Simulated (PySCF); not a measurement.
Computed with ωB97X-D3(BJ)/def2-TZVP // PBE0-D3(BJ)/def2-TZVP (PySCF). Gas-phase values, no solvent. 

Reference species (SMILES): `[SiH3]` (neutral, multiplicity 2).

```yaml
dipole_moment: 0.02 D
```

Changed species: `[SiH3][B][SiH3]` (radical fragment; the reference has radical fragment).

Task: Give the shifts of the dipole moment.

Result: the dipole moment increases by 0.25 D, to 0.27 D.
